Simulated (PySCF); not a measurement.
dimethylamine (C₂H₇N), SMILES CNC.

Geometry optimised at B3LYP-D3(BJ)/def2-TZVP.

Computed with PySCF with PBE/def2-TZVPD.

Symmetry labels are those of the subgroup Cs that the program uses (full group Cs).

Computed valence orbital energies around the gap with their symmetry:
| orbital | symmetry | energy (eV) |
|---|---|---|
| HOMO−7 | A' | -15.39 |
| HOMO−6 | A' | -12.00 |
| HOMO−5 | A' | -10.70 |
| HOMO−4 | A" | -10.67 |
| HOMO−3 | A" | -9.28 |
| HOMO−2 | A' | -8.78 |
| HOMO−1 | A" | -8.71 |
| HOMO | A' | -4.99 |
| LUMO | A' | -0.22 |
| LUMO+1 | A" | 0.58 |
| LUMO+2 | A' | 0.63 |
| LUMO+3 | A' | 1.46 |
